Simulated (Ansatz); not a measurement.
A geometry relaxed with Ansatz (a program for electronic structure) with PBE0-D4/def2-TZVP, charge 0, multiplicity 1:

```xyz
4

Cl    -0.8384     1.5213     0.0002
B      0.0000     0.0000    -0.0001
Cl     1.7368    -0.0346     0.0001
Cl    -0.8983    -1.4868    -0.0002
```

Problem. Write the SMILES of this molecule.

Solution. `ClB(Cl)Cl`
